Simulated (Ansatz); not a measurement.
Geometry optimisation, Ansatz 0.2.0, RKS BHLYP-D4/def2-mTZVP.

Input:

```yaml
crystal:
  periodic: [false, false, false]
  atoms:
    - { symbol: Al, position_ang: [-0.196033, 0.0, -0.789646] }
    - { symbol: F, position_ang: [1.513101, 0.0, 1.549751] }
    - { symbol: H, position_ang: [2.057118, 0.0, 0.806959] }
    - { symbol: Cl, position_ang: [-2.342287, 0.0, -0.971264] }
basis:
  gaussian: { orbitals: def2-mTZVP }
hamiltonian:
  xc: { name: BHLYP }
  dispersion: d4
relax:
  f_tol: 0.03
  max_steps: 50
output:
  orbitals: {}
```

Command:

```bash
$ ansatz run input.yaml --threads 1 --pin off --max-ram 2048MiB --backend cpu --events-out ev --progress --plain --runs-dir out
```

Task: Where does it end, and by what steps?

Result: The run converged. After 22 steps the energy has fallen by 0.100 eV; Cl4 moved furthest, 0.65 Å.

```
step  energy less start (eV)  largest force component (eV/Å)  accepted
   0                  0.0000                           0.277       yes
   1                 -0.0468                           0.190       yes
   2                 -0.0488                           0.397       yes
   3                 -0.0512                           0.047       yes
   4                 -0.0513                           0.045       yes
   5                 -0.0173                           1.584        no
   6                 -0.0514                           0.045       yes
   7                 -0.0501                           0.563        no
   8                 -0.0526                           0.187       yes
   9                 -0.0544                           0.196       yes
  10                 -0.0567                           0.328       yes
  11                 -0.0606                           0.108       yes
  12                 -0.0612                           0.073       yes
  13                 -0.0670                           0.564       yes
  14                  0.0046                           2.816        no
  15                 -0.0695                           0.910       yes
  16                 -0.0779                           0.567       yes
  17                 -0.0863                           0.097       yes
  18                 -0.0928                           0.201       yes
  19                 -0.0988                           0.114       yes
  20                 -0.0993                           0.296       yes
  21                 -0.1003                           0.094       yes
  22                 -0.1003                           0.012       yes
```

```xyz
4
Properties=species:S:1:pos:R:3
Al -0.071 0.000 -1.410
F 1.093 0.000 1.144
H 2.003 0.000 1.281
Cl -1.992 0.000 -0.421
```

Whether the end is a true minimum wasn't checked by a vibrational analysis.

The run took 21 s on 1 thread of Intel(R) Xeon(R) 6975P-C (Granite Rapids), with other jobs on the host, peak memory 0.15 GiB.
